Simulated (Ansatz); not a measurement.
Species: CH4O, SMILES `CO` (charge 0, multiplicity 1).

**Question.** Give a relaxed geometry from B3LYP-D3(BJ)/def2-TZVP (Ansatz, a quantum-chemistry and plane-wave program).

**Answer.** the end point of this relaxation (outside a Z-matrix the atoms follow the SMILES, hydrogens last).
Z-matrix (Å, degrees):
```
C
H 1 1.0892
H 1 1.0959 2 108.32
H 1 1.0959 2 108.32 3 -117.86
O 1 1.4205 2 106.81 4 -121.07
H 5 0.9620 1 108.80 2 -180.00
```
